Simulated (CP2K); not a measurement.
# singlet CF+: a chain of runs

Aim: energy and forces (singlet CF+, revPBE/cc-pVDZ), then energy and gradient (doublet CF, U-revPBE/cc-pCVDZ), then energy and forces (singlet CF+, revPBE/cc-pCVDZ), then energy and gradient (doublet CF, U-revPBE/cc-pVTZ), then energy and forces (singlet CF+, revPBE/cc-pVTZ), then energy and forces (doublet CF, U-revPBE/cc-pCVTZ), then energy and gradient (singlet CF+, revPBE/cc-pCVTZ) of CF. 

Program for the calculation: CP2K 2026.2.

1 further run of the same task is left out (it didn't finish).

## (1) Starting point

CF+: 2 atoms, total charge +1, spin state singlet. As SMILES of the parent species, `[C]F`. The shape is that of a GFN2-xTB optimisation. That shape belongs to the parent species and isn't relaxed for this state.

Bond lengths: C1–F2 1.274 Å.

## (2) Energy and forces at revPBE/cc-pVDZ (run 1)

molecule.xyz reads:

```xyz
2

C      0.000000     0.000000     0.000000
F      0.000000     0.000000     1.274400
```

gas.inp reads:

```
&GLOBAL
  PROJECT gas
  RUN_TYPE ENERGY_FORCE
  PRINT_LEVEL MEDIUM
&END

&FORCE_EVAL
  METHOD QS
  &DFT
    BASIS_SET_FILE_NAME ./cc_pvdz.basis
    POTENTIAL_FILE_NAME POTENTIAL
    CHARGE 1
    ! Quickstep
    &QS
      METHOD GAPW
      EPS_DEFAULT 1.0E-10
    &END
    &MGRID
      CUTOFF 280
      REL_CUTOFF 50
      NGRIDS 4
    &END
    ! cluster boundary conditions
    &POISSON
      PERIODIC NONE
      POISSON_SOLVER MULTIPOLE
    &END
    ! self-consistent field
    &SCF
      SCF_GUESS ATOMIC
      EPS_SCF 1.0E-06
      MAX_SCF 30
      &OT
        MINIMIZER DIIS
        PRECONDITIONER FULL_ALL
      &END
      &OUTER_SCF
        EPS_SCF 1.0E-06
        MAX_SCF 10
      &END
    &END
    ! functional
    &XC
      &XC_FUNCTIONAL
        &GGA_X_PBE_R
        &END
        &GGA_C_PBE
        &END
      &END
    &END
    ! extra output
    &PRINT
      &MOMENTS
        PERIODIC F
        REFERENCE COM
        MAX_MOMENT 1
      &END
      &MO_CUBES
        NLUMO 1
        NHOMO -1
        WRITE_CUBE F
      &END
      &HIRSHFELD OFF
      &END
    &END
  &END
  ! atoms, cell and kinds
  &SUBSYS
    &CELL
      ABC 8.2 8.2 9.5
      PERIODIC NONE
    &END
    &TOPOLOGY
      COORD_FILE_NAME molecule.xyz
      COORD_FILE_FORMAT XYZ
      &CENTER_COORDINATES
      &END
    &END
    &KIND C
      BASIS_SET cc-pVDZ
      POTENTIAL ALL
    &END
    &KIND F
      BASIS_SET cc-pVDZ
      POTENTIAL ALL
    &END
  &END
  ! extra output
  &PRINT
    &FORCES ON
    &END
  &END
&END
```

The run is started by

```bash
$ OMP_NUM_THREADS=2 cp2k.psmp -i gas.inp > gas.out 2>&1
```

Output:

```text
CP2K| version string:                                       CP2K version 2026.2
[...]
 GLOBAL| Method name                                                        CP2K
[...]
 GLOBAL| Run type                                                   ENERGY_FORCE
[...]
 DFT| Spin restricted Kohn-Sham (RKS) calculation                            RKS
 DFT| Multiplicity                                                             1
[...]
 DFT| Charge                                                                   1
[...]
 FUNCTIONAL| GGA_X_PBE_R:
[...]
 FUNCTIONAL| GGA_C_PBE:
[...]
 QS| Method:                                                                GAPW
[...]
 QS| Density cutoff [a.u.]:                                                140.0
[...]
 QS| Relative density cutoff [a.u.]:                                        25.0
[...]
                             - Atoms:                                          2
[...]
                             - Spherical basis functions:                     28
[...]
 Number of electrons:                                                         14
[...]
     1 OT DIIS     0.15E+00    0.2     1.41155683      -121.7251090429 -1.22E+02
[...]
     7 OT DIIS     0.15E+00    0.2     0.00000016      -137.4016038503 -3.64E-11
  *** SCF run converged in     7 steps ***
[...]
  Overlap energy of the core charge distribution:               0.00000010981171
  Self energy of the core charge distribution:               -133.67613630384938
  Core Hamiltonian energy:                                    -13.20825603997131
  Hartree energy:                                              21.54094018721921
  Exchange-correlation energy:                                 -4.79645659090756
[...]
 HOMO - LUMO gap [eV] :    5.835891
[...]
 ENERGY| Total FORCE_EVAL ( QS ) energy [hartree]           -137.401603850296908
[...]
```

It took 9 s on 2 threads of Arm Neoverse V2, shared host; peak memory 0.45 GiB.

## (3) Doublet neutral CF: energy and gradient at U-revPBE/cc-pCVDZ (run 2)

molecule.xyz is that of step 2.

mol.inp reads:

```
&GLOBAL
   PROJECT mol
   RUN_TYPE ENERGY_FORCE
   PRINT_LEVEL MEDIUM
&END

&FORCE_EVAL
   METHOD QS
   &DFT
      BASIS_SET_FILE_NAME ./cc_pcvdz.basis
      POTENTIAL_FILE_NAME POTENTIAL
      CHARGE 0
      MULTIPLICITY 2
      LSD T
      &QS
         METHOD GAPW
         EPS_DEFAULT 1.0E-10
      &END
      &MGRID
         CUTOFF 280
         REL_CUTOFF 50
         NGRIDS 4
      &END
      &POISSON
         PERIODIC NONE
         POISSON_SOLVER MULTIPOLE
      &END
      &SCF
         SCF_GUESS ATOMIC
         EPS_SCF 1.0E-06
         MAX_SCF 50
         &OT ON
            MINIMIZER DIIS
            PRECONDITIONER FULL_ALL
         &END
         &OUTER_SCF
            EPS_SCF 1.0E-06
            MAX_SCF 8
         &END
      &END
      &XC
         &XC_FUNCTIONAL
            &GGA_X_PBE_R
            &END
            &GGA_C_PBE
            &END
         &END
      &END
      &PRINT
         &MOMENTS
            PERIODIC F
            REFERENCE COM
            MAX_MOMENT 1
         &END
         &MO_CUBES
            NLUMO 5
            NHOMO -1
            WRITE_CUBE F
         &END
         &HIRSHFELD OFF
         &END
      &END
   &END
   &SUBSYS
      &CELL
         ABC [angstrom] 8.2 8.2 9.5
         PERIODIC NONE
      &END
      &TOPOLOGY
         COORD_FILE_NAME molecule.xyz
         COORD_FILE_FORMAT XYZ
         &CENTER_COORDINATES
         &END
      &END
      &KIND C
         BASIS_SET cc-pCVDZ
         POTENTIAL ALL
      &END
      &KIND F
         BASIS_SET cc-pCVDZ
         POTENTIAL ALL
      &END
   &END
   &PRINT
      &FORCES ON
      &END
   &END
&END
```

The run is started by

```bash
$ OMP_NUM_THREADS=2 cp2k.psmp -i mol.inp > mol.out 2>&1
```

Output:

```text
CP2K| version string:                                       CP2K version 2026.2
 CP2K| Input file name                                                   mol.inp

[... 262 lines left out ...]
                                          XC Energy ::           -4.743948223451
[... 373 lines left out ...]
  Decoupling Energy:                                               0.0000197411
[... 305 lines left out ...]
  Decoupling Energy:                                               0.0037137261
[... 305 lines left out ...]
  Decoupling Energy:                                               1.0092342074
[... 313 lines left out ...]
  outer SCF loop FAILED to converge after    9 iterations or  450 steps
[... 5 lines left out ...]
 *  \___/     SCF run NOT converged. To continue the calculation regardless,   *
 *    |             please set the keyword IGNORE_CONVERGENCE_FAILURE.         *
[... 5 lines left out ...]
 ===== Routine Calling Stack =====

            4 scf_env_do_scf
            3 qs_energies
            2 qs_forces
            1 CP2K

Program received signal SIGABRT: Process abort signal.
```

Wall time 2.9 min (2 threads of Arm Neoverse V2, shared host); peak memory 0.54 GiB.

No converged result was reached.

Run 3 isn't shown in full; the table further down has it.

## (4) Doublet neutral CF: energy and forces at U-revPBE/cc-pVTZ (run 4)

molecule.xyz is that of step 3.

qs.inp reads:

```
&global
 project_name qs
 run_type ENERGY_FORCE
 print_level MEDIUM
&end
&force_eval
 method Quickstep
 &dft
  basis_set_file_name ./cc_pvtz.basis
  potential_file_name POTENTIAL
  multiplicity 2
  uks T
  &qs
   method GAPW
   eps_default 1.0E-10
  &end
  &mgrid
   cutoff 280
   rel_cutoff 50
   ngrids 4
  &end
  &poisson
   periodic NONE
   poisson_solver MULTIPOLE
  &end
  &scf
   scf_guess ATOMIC
   eps_scf 1.0E-06
   max_scf 50
   &ot
    minimizer DIIS
    preconditioner FULL_ALL
   &end
   &outer_scf
    eps_scf 1.0E-06
    max_scf 8
   &end
  &end
  &xc
   &xc_functional
    &gga_x_pbe_r
    &end
    &gga_c_pbe
    &end
   &end
  &end
  &print
   &moments
    periodic F
    reference COM
    max_moment 1
   &end
   &mo_cubes
    nlumo 5
    nhomo -1
    write_cube F
   &end
   &hirshfeld OFF
   &end
  &end
 &end
 &subsys
  &cell
   abc 8.2 8.2 9.5
   periodic NONE
  &end
  &topology
   coord_file_name molecule.xyz
   coord_file_format XYZ
   &center_coordinates
   &end
  &end
  &kind C
   basis_set cc-pVTZ
   potential ALL
  &end
  &kind F
   basis_set cc-pVTZ
   potential ALL
  &end
 &end
 &print
  &forces ON
  &end
 &end
&end
```

The run is started by

```bash
$ OMP_NUM_THREADS=2 cp2k.psmp -i qs.inp -o qs.out
```

Output:

```text
CP2K| version string:                                       CP2K version 2026.2
 CP2K| Input file name                                                    qs.inp

[... 262 lines left out ...]
                                          XC Energy ::           -4.734401874280
[... 372 lines left out ...]
  Decoupling Energy:                                               0.0000177226
[... 305 lines left out ...]
  Decoupling Energy:                                               0.0049391258
[... 305 lines left out ...]
  Decoupling Energy:                                               0.6420799551
[... 313 lines left out ...]
  outer SCF loop FAILED to converge after    9 iterations or  450 steps
[... 5 lines left out ...]
 *  \___/     SCF run NOT converged. To continue the calculation regardless,   *
 *    |             please set the keyword IGNORE_CONVERGENCE_FAILURE.         *
[... 5 lines left out ...]
 ===== Routine Calling Stack =====

            4 scf_env_do_scf
            3 qs_energies
            2 qs_forces
            1 CP2K

Program received signal SIGABRT: Process abort signal.
```

It took 3.2 min on 2 threads of Arm Neoverse V2, shared host; peak memory 0.54 GiB.

The iterations ended before the threshold was met.

Runs 5 to 6 aren't shown in full; the table further down has their settings and results.

## (5) Energy and forces at revPBE/cc-pCVTZ (run 7)

molecule.xyz is that of step 4.

job.inp reads:

```
&GLOBAL
  PROJECT_NAME job
  RUN_TYPE ENERGY_FORCE
  PRINT_LEVEL MEDIUM
&END GLOBAL

&FORCE_EVAL
  METHOD QS
  &DFT
    BASIS_SET_FILE_NAME ./cc_pcvtz.basis
    POTENTIAL_FILE_NAME POTENTIAL
    CHARGE 1
    MULTIPLICITY 1
    # Quickstep
    &QS
      METHOD GAPW
      EPS_DEFAULT 1.0E-10
    &END QS
    # real-space grids
    &MGRID
      CUTOFF 280
      REL_CUTOFF 50
      NGRIDS 4
    &END MGRID
    # isolated system
    &POISSON
      PERIODIC NONE
      POISSON_SOLVER MULTIPOLE
    &END POISSON
    # SCF settings
    &SCF
      SCF_GUESS ATOMIC
      EPS_SCF 1.0E-06
      MAX_SCF 30
      &OT ON
        MINIMIZER DIIS
        PRECONDITIONER FULL_ALL
      &END OT
      &OUTER_SCF
        EPS_SCF 1.0E-06
        MAX_SCF 10
      &END OUTER_SCF
    &END SCF
    &XC
      &XC_FUNCTIONAL
        &GGA_X_PBE_R
        &END GGA_X_PBE_R
        &GGA_C_PBE
        &END GGA_C_PBE
      &END XC_FUNCTIONAL
    &END XC
    &PRINT
      &MOMENTS
        PERIODIC F
        REFERENCE COM
        MAX_MOMENT 1
      &END MOMENTS
      &MO_CUBES
        NLUMO 1
        NHOMO -1
        WRITE_CUBE F
      &END MO_CUBES
      &HIRSHFELD OFF
      &END HIRSHFELD
    &END PRINT
  &END DFT
  &SUBSYS
    # box in angstrom
    &CELL
      ABC [angstrom] 8.2 8.2 9.5
      PERIODIC NONE
    &END CELL
    &TOPOLOGY
      COORD_FILE_NAME molecule.xyz
      COORD_FILE_FORMAT XYZ
      &CENTER_COORDINATES
      &END CENTER_COORDINATES
    &END TOPOLOGY
    &KIND C
      BASIS_SET cc-pCVTZ
      POTENTIAL ALL
    &END KIND
    &KIND F
      BASIS_SET cc-pCVTZ
      POTENTIAL ALL
    &END KIND
  &END SUBSYS
  # extra output
  &PRINT
    &FORCES ON
    &END FORCES
  &END PRINT
&END FORCE_EVAL
```

The run is started by

```bash
$ OMP_NUM_THREADS=2 cp2k.psmp -i job.inp > job.out 2>&1
```

Output:

```text
CP2K| version string:                                       CP2K version 2026.2
[...]
 GLOBAL| Method name                                                        CP2K
[...]
 GLOBAL| Run type                                                   ENERGY_FORCE
[...]
 DFT| Spin restricted Kohn-Sham (RKS) calculation                            RKS
 DFT| Multiplicity                                                             1
[...]
 DFT| Charge                                                                   1
[...]
 FUNCTIONAL| GGA_X_PBE_R:
[...]
 FUNCTIONAL| GGA_C_PBE:
[...]
 QS| Method:                                                                GAPW
[...]
 QS| Density cutoff [a.u.]:                                                140.0
[...]
 QS| Relative density cutoff [a.u.]:                                        25.0
[...]
                             - Atoms:                                          2
[...]
                             - Spherical basis functions:                     86
[...]
 Number of electrons:                                                         14
[...]
     1 OT DIIS     0.15E+00    0.3     0.37337745      -128.8855532176 -1.29E+02
[...]
    24 OT DIIS     0.15E+00    0.2     0.00000083      -137.4453395671 -9.78E-10
  *** SCF run converged in    24 steps ***
[...]
  Overlap energy of the core charge distribution:               0.00000010981171
  Self energy of the core charge distribution:               -133.67613630384938
  Core Hamiltonian energy:                                    -13.15369249049666
  Hartree energy:                                              23.26791948080972
  Exchange-correlation energy:                                 -5.81413163876711
[...]
 HOMO - LUMO gap [eV] :    5.868983
[...]
 ENERGY| Total FORCE_EVAL ( QS ) energy [hartree]           -137.445339567218156
[...]
```

Wall time 7.8 s (2 threads of Arm Neoverse V2, shared host); peak memory 0.46 GiB.

## (6) The series

| run | level | iteration cap | outer scf | partner | energy (Eh) | HOMO energy (eV) | LUMO energy (eV) | HOMO–LUMO gap (eV) | wall time |
| --- | --- | --- | --- | --- | --- | --- | --- | --- | --- |
| 1 | revPBE/cc-pVDZ | 30 | 10 | cation | -137.401604 | -20.54 | -14.70 | 5.84 | 9 s |
| 2 | U-revPBE/cc-pCVDZ | 50 | 8 | base | not converged | – | – | – | 2.9 min |
| 3 | revPBE/cc-pCVDZ | 30 | 10 | cation | -137.404981 | -20.51 | -14.66 | 5.85 | 6.9 s |
| 4 | U-revPBE/cc-pVTZ | 50 | 8 | base | not converged | – | – | – | 3.2 min |
| 5 | revPBE/cc-pVTZ | 30 | 10 | cation | -137.441941 | -20.52 | -14.65 | 5.86 | 9.9 s |
| 6 | U-revPBE/cc-pCVTZ | 50 | 8 | base | -137.795087 | -4.39 | -3.88 | – | 23 s |
| 7 | revPBE/cc-pCVTZ | 30 | 10 | cation | -137.445340 | -20.52 | -14.65 | 5.87 | 7.8 s |

## (7) Results

| quantity | value |
| --- | --- |
| run 7, revPBE/cc-pCVTZ: total energy | -137.44534 Eh |
| run 7, revPBE/cc-pCVTZ: HOMO energy | -20.52 eV |
| run 7, revPBE/cc-pCVTZ: LUMO energy | -14.65 eV |
| run 7, revPBE/cc-pCVTZ: HOMO–LUMO gap | 5.87 eV |
| run 7, revPBE/cc-pCVTZ: largest force on an atom | 5.374 eV/Å |
| vertical ionisation energy (to the singlet cation) | 9.517 eV |

The vertical ionisation energy comes to 9.52 eV (219 kcal/mol). Only the singlet of the ionised species was computed; a triplet could lie lower. Over runs 1, 3, 5, 7 the HOMO–LUMO gap runs from 5.84 eV (revPBE/cc-pVDZ) to 5.87 eV (revPBE/cc-pCVTZ). All runs together took 7.1 min, the longest 3.2 min. 2 of the 7 runs did not end normally.
